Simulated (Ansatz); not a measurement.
**One shape, several levels: C2H7Al (SMILES [CH3][AlH][CH3])**

Wanted: a comparison of 6 runs (HF/3-21G, HF/def2-SVP, B3LYP/def2-SVP, PBE0/def2-TZVP, RPA@SPW92/6-31++G**, MP2/6-31G**) of C2H7Al. 

The results are computed with Ansatz 0.2.0.

4 further runs of the same task are left out: 1 for a known fault of the program, 2 that didn't finish, 1 set aside as unsound or not needed.

## 1. The molecule

C2H7Al has 10 atoms, charge 0, and is taken as a singlet. As SMILES, `[CH3][AlH][CH3]`. The shape is that of a PBE0-D4/def2-TZVP optimisation.

Bond lengths: C1–Al2 1.954 Å, Al2–C3 1.954 Å, C1–H4 1.095 Å, C1–H5 1.092 Å, C1–H6 1.096 Å, Al2–H7 1.595 Å, C3–H8 1.093 Å, C3–H9 1.095 Å, C3–H10 1.096 Å. Some angles: C1–Al2–C3 121.2°, C1–Al2–H7 120.2°, C3–Al2–H7 118.5°, Al2–C1–H4 111.1°, Al2–C1–H5 113.4°, Al2–C1–H6 110.4°, Al2–C3–H8 113.4°, Al2–C3–H9 111.0°, Al2–C3–H10 110.5°, H4–C1–H5 108.0°.

## 2. Energy and forces at HF/3-21G (run 1)

Contents of input.yaml:

```yaml
crystal:
  periodic: [false, false, false]
  atoms:
    - symbol: C
      position_ang: [-1.219100, 0.923600, -0.783300]
    - symbol: Al
      position_ang: [0.496800, 0.021800, -0.536400]
    - symbol: C
      position_ang: [0.903900, -0.949000, 1.109700]
    - symbol: H
      position_ang: [-2.054000, 0.233200, -0.621200]
    - symbol: H
      position_ang: [-1.337000, 1.368500, -1.773800]
    - symbol: H
      position_ang: [-1.340300, 1.723700, -0.043600]
    - symbol: H
      position_ang: [1.605700, 0.078800, -1.681200]
    - symbol: H
      position_ang: [0.069000, -0.980000, 1.814000]
    - symbol: H
      position_ang: [1.201900, -1.980900, 0.894300]
    - symbol: H
      position_ang: [1.756300, -0.490900, 1.624500]
basis:
  gaussian:
    orbitals: 3-21G.json
magnetization:
  spin_polarized: false
hamiltonian:
  xc: hf
accuracy: high
output:
  forces: true
  orbitals: {seedname: orbitals}
```

The basis set 3-21G is read from a file made from the Basis Set Exchange's data (not shown).

Started as:

```console
$ ansatz run input.yaml --threads 1 --pin off --max-ram 2610MiB --events-out events.jsonl --progress --plain --runs-dir runs
```

Log, cut to the lines that bear on the results:

```text
Warning: RAYON_NUM_THREADS=1 ignored (pool sized by the plan → 1); use --threads N
Functional definition: HF
  name "HF"
[...]
1068 factors; integrals over basis functions are off by at most 5.7e-9 eV
[...]
mean field -8706.75855669 eV, -319.9674753055 hartree, gradient 2.3e-8 eV, S^2 0.000000; 0 other end points of the search recorded, 0 dependent functions left out
[...]
reference -8706.75855669 eV, -319.9674753055 hartree; 16, 16 occupied and 29, 29 virtual orbitals, 1068 factors
Total energy: -8706.75855669 eV, -319.9674753055 hartree
Atom 0 at    -1.219100     0.923600    -0.783300 Å, force    -0.713536     0.380120    -0.070522 eV/Å
Atom 1 at     0.496800     0.021800    -0.536400 Å, force     0.244496     0.020409    -0.314805 eV/Å
Atom 2 at     0.903900    -0.949000     1.109700 Å, force     0.244649    -0.415193     0.671262 eV/Å
Atom 3 at    -2.054000     0.233200    -0.621200 Å, force     0.126720     0.137875    -0.060185 eV/Å
Atom 4 at    -1.337000     1.368500    -1.773800 Å, force     0.012769    -0.090705     0.200713 eV/Å
Atom 5 at    -1.340300     1.723700    -0.043600 Å, force    -0.007008    -0.113076    -0.154252 eV/Å
Atom 6 at     1.605700     0.078800    -1.681200 Å, force     0.145304     0.005844    -0.148472 eV/Å
Atom 7 at     0.069000    -0.980000     1.814000 Å, force     0.176859     0.001205    -0.148237 eV/Å
Atom 8 at     1.201900    -1.980900     0.894300 Å, force    -0.072930     0.163711     0.069991 eV/Å
Atom 9 at     1.756300    -0.490900     1.624500 Å, force    -0.157322    -0.090190    -0.045493 eV/Å
Dipole moment:    -0.084048    -0.005771     0.092092 e Å
```

Wall time 1.4 s (1 thread of Arm Neoverse N1, shared host); peak memory 0.26 GiB.

## 3. Energy and forces at HF/def2-SVP (run 2)

Contents of in.yaml:

```yaml
basis:
  gaussian:
    orbitals: def2-SVP
crystal:
  periodic: [false, false, false]
  atoms:
    - {symbol: C, position_ang: [-1.219100, 0.923600, -0.783300]}
    - {symbol: Al, position_ang: [0.496800, 0.021800, -0.536400]}
    - {symbol: C, position_ang: [0.903900, -0.949000, 1.109700]}
    - {symbol: H, position_ang: [-2.054000, 0.233200, -0.621200]}
    - {symbol: H, position_ang: [-1.337000, 1.368500, -1.773800]}
    - {symbol: H, position_ang: [-1.340300, 1.723700, -0.043600]}
    - {symbol: H, position_ang: [1.605700, 0.078800, -1.681200]}
    - {symbol: H, position_ang: [0.069000, -0.980000, 1.814000]}
    - {symbol: H, position_ang: [1.201900, -1.980900, 0.894300]}
    - {symbol: H, position_ang: [1.756300, -0.490900, 1.624500]}
hamiltonian:
  xc: hf
accuracy: high
output:
  forces: true
  orbitals: {seedname: orbitals}
```

Started as:

```console
$ ansatz run in.yaml --threads 1 --pin off --max-ram 2610MiB --events-out events.jsonl --progress --plain --runs-dir runs
```

Log, cut to the lines that bear on the results:

```text
Warning: RAYON_NUM_THREADS=1 ignored (pool sized by the plan → 1); use --threads N
[... 2 set-up lines as earlier in the session ...]
[...]
1912 factors; integrals over basis functions are off by at most 7.3e-9 eV
[...]
mean field -8751.03871052 eV, -321.5947409444 hartree, gradient 8.5e-8 eV, S^2 0.000000; 0 other end points of the search recorded, 0 dependent functions left out
[...]
reference -8751.03871052 eV, -321.5947409444 hartree; 16, 16 occupied and 65, 65 virtual orbitals, 1912 factors
Total energy: -8751.03871052 eV, -321.5947409444 hartree
Atom 0 at    -1.219100     0.923600    -0.783300 Å, force    -0.177809     0.103316    -0.019061 eV/Å
Atom 1 at     0.496800     0.021800    -0.536400 Å, force     0.221754     0.013047    -0.246385 eV/Å
Atom 2 at     0.903900    -0.949000     1.109700 Å, force     0.093539    -0.111112     0.166123 eV/Å
Atom 3 at    -2.054000     0.233200    -0.621200 Å, force    -0.024296    -0.000608    -0.014419 eV/Å
Atom 4 at    -1.337000     1.368500    -1.773800 Å, force    -0.030011     0.015367    -0.011150 eV/Å
Atom 5 at    -1.340300     1.723700    -0.043600 Å, force    -0.013550     0.019967    -0.006752 eV/Å
Atom 6 at     1.605700     0.078800    -1.681200 Å, force    -0.058224    -0.003701     0.062892 eV/Å
Atom 7 at     0.069000    -0.980000     1.814000 Å, force    -0.004313    -0.012574     0.022664 eV/Å
Atom 8 at     1.201900    -1.980900     0.894300 Å, force    -0.007741    -0.019490     0.019511 eV/Å
Atom 9 at     1.756300    -0.490900     1.624500 Å, force     0.000650    -0.004213     0.026578 eV/Å
Dipole moment:    -0.090257    -0.004809     0.091817 e Å
```

Wall time 6 s (1 thread of Arm Neoverse N1, shared host); peak memory 0.21 GiB.

Runs 3 to 5 aren't shown in full; the table further down has their settings and results.

## 4. Energy and forces at MP2/6-31G(d,p) (spherical functions) (run 6)

Contents of job.yaml:

```yaml
crystal:
  periodic: [false, false, false]
  atoms:
    - {symbol: C, position_ang: [-1.219100, 0.923600, -0.783300]}
    - {symbol: Al, position_ang: [0.496800, 0.021800, -0.536400]}
    - {symbol: C, position_ang: [0.903900, -0.949000, 1.109700]}
    - {symbol: H, position_ang: [-2.054000, 0.233200, -0.621200]}
    - {symbol: H, position_ang: [-1.337000, 1.368500, -1.773800]}
    - {symbol: H, position_ang: [-1.340300, 1.723700, -0.043600]}
    - {symbol: H, position_ang: [1.605700, 0.078800, -1.681200]}
    - {symbol: H, position_ang: [0.069000, -0.980000, 1.814000]}
    - {symbol: H, position_ang: [1.201900, -1.980900, 0.894300]}
    - {symbol: H, position_ang: [1.756300, -0.490900, 1.624500]}
basis:
  gaussian: {orbitals: 6-31G_st__st_-spherical.json}
correlation: {method: mp2, frozen_orbitals: {Al: 5, C: 1, H: 0}}
accuracy: high
output: {forces: true, orbitals: {seedname: orbitals}}
```

The basis set 6-31G** is read from a file made from the Basis Set Exchange's data (not shown).

Started as:

```console
$ ansatz run job.yaml --threads 1 --pin off --max-ram 2610MiB --events-out events.jsonl --progress --plain --runs-dir runs
```

Log, cut to the lines that bear on the results:

```text
Warning: RAYON_NUM_THREADS=1 ignored (pool sized by the plan → 1); use --threads N
[... 2 set-up lines as earlier in the session ...]
[...]
1944 factors; integrals over basis functions are off by at most 1.5e-8 eV
[...]
mean field -8754.43902549 eV, -321.7197002150 hartree, gradient 1.1e-8 eV, S^2 0.000000; 0 other end points of the search recorded, 0 dependent functions left out
7 core orbitals not correlated: weight in the atoms' cores, before any rotation towards them, 1.000 or more for the frozen orbitals, at most 0.000 for the correlated occupied ones
reference -8754.43902549 eV, -321.7197002150 hartree; 9, 9 occupied and 65, 65 virtual orbitals, 1944 factors
second order -9.77020124 eV of doubles, -0.00000000 eV of singles
[...]
Total energy: -8764.20922674 eV, -322.0787484882 hartree
Atom 0 at    -1.219100     0.923600    -0.783300 Å, force    -0.238793     0.128938    -0.012036 eV/Å
Atom 1 at     0.496800     0.021800    -0.536400 Å, force     0.190108     0.009127    -0.210838 eV/Å
Atom 2 at     0.903900    -0.949000     1.109700 Å, force     0.096570    -0.138687     0.224317 eV/Å
Atom 3 at    -2.054000     0.233200    -0.621200 Å, force     0.072289     0.094505    -0.027930 eV/Å
Atom 4 at    -1.337000     1.368500    -1.773800 Å, force    -0.011179    -0.037295     0.101538 eV/Å
Atom 5 at    -1.340300     1.723700    -0.043600 Å, force    -0.011212    -0.081147    -0.096394 eV/Å
Atom 6 at     1.605700     0.078800    -1.681200 Å, force    -0.061316    -0.003733     0.066756 eV/Å
Atom 7 at     0.069000    -0.980000     1.814000 Å, force     0.105070    -0.014426    -0.056762 eV/Å
Atom 8 at     1.201900    -1.980900     0.894300 Å, force    -0.041309     0.103034     0.045338 eV/Å
Atom 9 at     1.756300    -0.490900     1.624500 Å, force    -0.100227    -0.060316    -0.033990 eV/Å
Dipole moment:    -0.092223    -0.005232     0.097621 e Å
```

It took 12 s on 1 thread of Arm Neoverse N1, shared host; peak memory 0.27 GiB.

## 5. Overview of the runs

```tsv
run	level	Cartesian functions	task	energy (Eh)	dipole moment (D)	HOMO energy (eV)	LUMO energy (eV)	wall time
1	HF/3-21G	no	gradient	-319.967475	0.60	-10.70	1.92	1.4 s
2	HF/def2-SVP	no	gradient	-321.594741	0.62	-10.86	1.99	6 s
3	B3LYP/def2-SVP	no	gradient	-322.743201	0.71	-7.48	-0.99	13 s
4	PBE0/def2-TZVP	no	gradient	-322.669836	0.68	-7.76	-0.83	34 s
5	RPA@SPW92/6-31++G** (Cartesian functions)	yes	energy	-322.341419	–	–	–	19 s
6	MP2/6-31G** (spherical functions)	no	gradient	-322.078748	0.65	-10.71	1.88	12 s
```

## 6. Outcome

```
                                          quantity          value
                               run 6: total energy  -322.07875 Eh
         run 6: dipole moment (correlated density)         0.65 D
        run 6: HOMO energy (Hartree–Fock orbitals)      -10.71 eV
        run 6: LUMO energy (Hartree–Fock orbitals)        1.88 eV
      run 6: HOMO–LUMO gap (Hartree–Fock orbitals)       12.59 eV
run 6: correlation energy (7 core orbitals frozen)     -359.0 mEh
                   run 6: largest force on an atom     0.284 eV/Å
```

In words: Over runs 1, 2, 3, 4, 6 the dipole moment (its size) runs from 0.60 D (HF/3-21G) to 0.71 D (B3LYP/def2-SVP). The two ends differ in method and basis. Over runs 1, 2, 3, 4 the HOMO–LUMO gap runs from 6.49 eV (B3LYP/def2-SVP) to 12.85 eV (HF/def2-SVP). Exact exchange widens orbital gaps. Totals of different functionals can't be ranked against each other. All runs together took 86 s, the longest 34 s.
